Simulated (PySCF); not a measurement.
**Computed NMR parameters against published values**

Geometry:
```
atom   x (Å)   y (Å)   z (Å)
  F1   1.790   0.754  -1.767
  C2   0.860   0.474  -0.874
  C3   0.564  -0.748  -0.347
  C4  -0.505  -0.652   0.594
  C5  -0.978   0.621   0.743
  S6  -0.133   1.747  -0.255
  H7   1.090  -1.662  -0.624
  H8  -0.907  -1.506   1.141
  H9  -1.781   0.973   1.389
```

Published estimates (parent shift plus substituent increments) and measurements: δ 1H H8 6.55; H9 6.45; H7 6.31 ppm (estimated from measurements, as parent shift plus tabulated substituent increment; solution, not stated per compound (mostly CDCl3 or CCl4); Pretsch, Buehlmann, Badertscher, Structure Determination of Organic Compounds, 4th ed. (2009)).

PySCF 2.14.0 with density-fitted response routines calculation with GIAO PBE0/pcSseg-1 shieldings and PBE0-D3(BJ)/def2-SVP structure; a single conformation, non-relativistic Hamiltonian, no solvent model.

(1) How close does the calculation come?

(2) How far are the unscaled 1H shifts from the references?

## Answers

(1) 
Reference values: estimated from measurements, as parent shift plus tabulated substituent increment (solution, not stated per compound (mostly CDCl3 or CCl4); Pretsch, Buehlmann, Badertscher, Structure Determination of Organic Compounds, 4th ed. (2009)).
| atoms | quantity | reference | computed | computed, scaled |
| --- | --- | --- | --- | --- |
| H8 | δ 1H | 6.55 | 6.79 | 6.65 |
| H9 | δ 1H | 6.45 | 6.44 | 6.32 |
| H7 | δ 1H | 6.31 | 6.54 | 6.41 |

Computed shifts are σ(ref) − σ with the named reference compound (TMS for H and C) calculated as an isolated molecule at the same level. The measured values may be among those fitted. Empirical linear scaling, fitted to shifts measured mostly in CDCl3 for H and C (δ vs TMS): 1H (scatter 0.21 ppm rms, 0.22 ppm with the 3 outliers that the fit left out). Occasional misses reach two or three times the rms, and more in compound classes unlike the fitted ones.

(2) Mean signed difference +0.15 ppm, mean absolute 0.16 ppm over 3 comparisons; the largest is +0.24 ppm at H8 (hydrogen on an aromatic CH).
